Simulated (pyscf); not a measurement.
PySCF, gas phase, ωB97X-D3(BJ)/def2-SVP geometries. Correlated levels are frozen-core, on RHF or UHF. ΔMP2 is the change of the MP2 total energy from the triple- to the quadruple-zeta basis.

SMILES: P(O)(O)O
```xyz
7

O     -0.2587    -0.0472     1.3439
P     -1.1059     0.5072     0.0636
O      0.0395     0.6042    -1.1380
O     -1.7068    -0.9671    -0.3885
H      0.1421    -0.9113     1.1570
H      0.2830     1.5261    -1.2920
H     -2.0951    -0.9432    -1.2723
```

### Question
List the bond dissociation enthalpies at 298 K of HO–P(OH)–OH (SMILES OP(O)O) from CCSD(T)/def2-TZVPP + ΔMP2(QZVPP), from the weakest bond up.

### Answer
H–O to •O–P(OH)–OH + H•: 83.4 kcal/mol; O–P to OH• + HO–P•–OH: 105.6 kcal/mol. Ring and multiple bonds, and those that leave no two simple radicals, are not listed. Other isomers of HO–P•–OH, •O–P(OH)–OH were not searched in full and may lie lower. The CCSD(T) − MP2 part came from Ansatz, without density fitting, on the same reference. Left out: the spin-orbit lowering of OH.
